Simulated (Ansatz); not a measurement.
Relaxation of FH5OSi (8 atoms, charge 0, multiplicity 1), to a largest force component of 0.03 eV/Å in at most 50 steps.

Level of theory: RKS B3LYP/cc-pVDZ in Ansatz.

```xyz
8
Properties=species:S:1:pos:R:3
Si -0.088 -0.189 -0.047
F -0.088 -0.254 1.574
O 1.462 -0.200 -0.679
H 1.899 -1.063 -0.687
H -0.734 1.074 -0.473
H -0.822 -1.414 -0.488
H 1.194 1.914 0.985
H 0.909 1.627 1.578
```

Task: Where does it end, and by what steps?

Result: It converged. The force dipped under the threshold on the way, but the program's further checks kept it going. After 18 steps the energy has fallen by 0.241 eV; H7 moved furthest, 1.73 Å.

```tsv
step	energy less start (eV)	largest force component (eV/Å)	accepted
0	0.0000	1.417	yes
1	-0.1367	0.624	yes
2	-0.1805	0.237	yes
3	-0.1958	0.121	yes
4	-0.2019	0.423	yes
5	-0.2033	0.544	yes
6	-0.2146	0.282	yes
7	-0.2231	0.099	yes
8	-0.2236	0.093	yes
9	-0.2287	0.026	yes
10	-0.2306	0.357	yes
11	-0.2339	0.127	yes
12	-0.2373	0.029	yes
13	-0.2349	0.403	no
14	-0.2389	0.063	yes
15	-0.2392	0.165	yes
16	-0.2401	0.067	yes
17	-0.2405	0.005	yes
18	-0.2408	0.022	yes
```

```xyz
8
Properties=species:S:1:pos:R:3
Si -0.174 -0.433 -0.406
F 0.190 0.251 1.056
O 1.220 -0.724 -1.278
H 1.801 -1.420 -0.941
H -0.952 0.549 -1.198
H -0.910 -1.687 -0.078
H 1.430 2.790 2.463
H 1.127 2.168 2.145
```

Whether the end is a true minimum wasn't checked by a vibrational analysis.

The run took 23 s on 1 thread of Intel(R) Xeon(R) 6975P-C (Granite Rapids) (shared host), peak memory 0.16 GiB.
